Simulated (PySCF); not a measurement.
# A PySCF job on C3H6 (cyclopropane)

Aim: energy and one-electron properties of C3H6 (cyclopropane).

Program for the calculation: PySCF 2.14.0.

4 further runs of the same task are left out: 2 that didn't finish, 2 set aside as unsound or not needed.

## Step 1: The structure to begin with

The species is C3H6 (9 atoms), meant as a singlet with charge 0. SMILES: `C1CC1`. The shape is that of a PBE0-D4/def2-TZVP optimisation.

Bond lengths: C1–C2 1.497 Å, C1–C3 1.497 Å, C2–C3 1.497 Å, C1–H4 1.083 Å, C1–H5 1.083 Å, C2–H6 1.083 Å, C2–H7 1.083 Å, C3–H8 1.083 Å, C3–H9 1.083 Å. Some angles: C1–C2–C3 60.0°, C2–C1–C3 60.0°, C1–C3–C2 60.0°, C1–C2–H6 118.0°, C1–C2–H7 118.0°, C3–C2–H6 118.0°, C3–C2–H7 118.0°, C2–C1–H4 118.0°, C2–C1–H5 118.0°, C3–C1–H4 118.0°.

## Step 2: The input as written

mol.xyz reads:

```xyz
9

C     -0.517900     0.019300    -0.686000
C      0.732100     0.469600     0.003900
C     -0.184700    -0.504300     0.676400
H     -1.333400     0.726200    -0.773800
H     -0.419800    -0.654400    -1.528000
H      0.766100     1.482700     0.384900
H      1.679800     0.102000    -0.369100
H      0.140000    -1.533900     0.760300
H     -0.773700    -0.153400     1.514500
```

input.py reads:

```python
import numpy
from pyscf import gto, scf, dft, lo, solvent

molecule = gto.Mole()
molecule.atom = 'mol.xyz'
molecule.max_memory = 1860
molecule.cart = True
molecule.verbose = 3
molecule.charge = 0
molecule.basis = '6-31g*'
molecule.build()

mf = dft.RKS(molecule, xc='hflyp')
mf = mf.density_fit(auxbasis='cc-pvqz-jkfit')
mf = mf.ddCOSMO()
mf.with_solvent.eps = 78.3553  # water
mf.kernel()

e_tot = mf.e_tot
print(f'total energy: {e_tot:.8f} hartree')
dip = mf.dip_moment()
pop, q = mf.mulliken_pop()
quad = mf.quad_moment()
occ = mf.mo_coeff[:, mf.mo_occ > 0]
iaos = lo.vec_lowdin(lo.iao.iao(molecule, occ), mf.get_ovlp())
c = iaos.T @ mf.get_ovlp() @ occ
pop_iao, q_iao = scf.hf.mulliken_pop(lo.iao.reference_mol(molecule), (c * mf.mo_occ[mf.mo_occ > 0]) @ c.T, numpy.eye(c.shape[0]), verbose=0)
print('IAO charges', numpy.round(q_iao, 4))
```

The run is started by

```bash
$ OMP_NUM_THREADS=1 python input.py
```

The program printed:

```text
RuntimeError: Cartesian orbitals for mol and spherical orbitals for auxmol not supported
```

Wall time 1.4 s (1 thread of Arm Neoverse V1, shared host); peak memory 0.28 GiB.

## Step 3: Reading the log

The input was rejected.

The log says `RuntimeError: Cartesian orbitals for mol and spherical orbitals for auxmol not supported`. As typed, the program can't run this.
